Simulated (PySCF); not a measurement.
Simulated C 1s region for `CCCC(=O)Cl`, binding energy against the vacuum level.

Every computed line was given a Gaussian of 0.5 eV full width at half maximum and an area set by the number of equivalent atoms; the highest printed point is 100. Computed with PySCF, delta-SCF UKS SCAN, pcX-2 on the ionised atom, pcseg-1 elsewhere, spin-free X2C.

binding energy (eV), intensity and a bar:
```
    290.4          0 
    290.5          2 #
    290.6          6 ##
    290.7         15 #####
    290.8         34 ##########
    290.9         59 ##################
    291.0         85 #########################
    291.1        100 ##############################
    291.2         97 #############################
    291.3         81 ########################
    291.4         63 ###################
    291.5         54 ################
    291.6         54 ################
    291.7         55 #################
    291.8         50 ###############
    291.9         37 ###########
    292.0         22 #######
    292.1         11 ###
    292.2          4 #
    292.3          1 
    292.4          0 
    292.5          0 
    292.6          0 
    292.7          0 
    292.8          0 
    292.9          0 
    293.0          0 
    293.1          0 
    293.2          0 
    293.3          0 
    293.4          0 
    293.5          0 
    293.6          0 
    293.7          0 
    293.8          0 
    293.9          0 
    294.0          0 
    294.1          0 
    294.2          0 
    294.3          0 
    294.4          1 
    294.5          3 #
    294.6          8 ##
    294.7         18 #####
    294.8         32 #########
    294.9         45 ##############
    295.0         52 ################
    295.1         48 ##############
    295.2         35 ###########
    295.3         21 ######
    295.4         10 ###
    295.5          4 #
    295.6          1 
    295.7          0
```

Task: How many maxima does the curve show, and how many computed lines lie under it?

Result: The curve has 3 maxima (at 291.1, 291.7 and 295.0 eV). Under it lie 4 lines from 4 inequivalent carbon sites. At this width some lines have no maximum of their own.

Task: Decompose the envelope and assign each component. Numbering: `[CH3:1][CH2:2][CH2:3][C:4](=[O:5])[Cl:6]`.

Result: 
| position (eV) | relative area | line | atoms | environment |
| --- | --- | --- | --- | --- |
| 291.07 | 1 | C 1s | C1 | methyl carbon |
| 291.19 | 1 | C 1s | C2 | chain CH2 carbon |
| 291.72 | 1 | C 1s | C3 | sp3 carbon next to a carbonyl |
| 295.01 | 1 | C 1s | C4 | acyl halide carbon |

Task: What are the centre and the root-mean-square width of the whole band?

Result: The area-weighted mean of the lines is 292.25 eV. Their own spread about it is 1.62 eV (rms) and each Gaussian has σ = 0.5/2.355 = 0.21 eV; the variances add, which gives 1.63 eV.

The listed C 1s values span 3.94 eV, from C1 (bonded to C and 3 H) to C4 (bonded to O (double bond), Cl and C).

Shake-up satellites, vibrational structure and lifetime widths aren't simulated. Geometry: PBE0-D3(BJ)/def2-SVP, one conformer, isolated molecule.

Conformer computed: `[CH3:1][CH2:2][CH2:3][C:4](=[O:5])[Cl:6]`: C1–C2–C3–C4 179°, C2–C3–C4–O5 -1°.
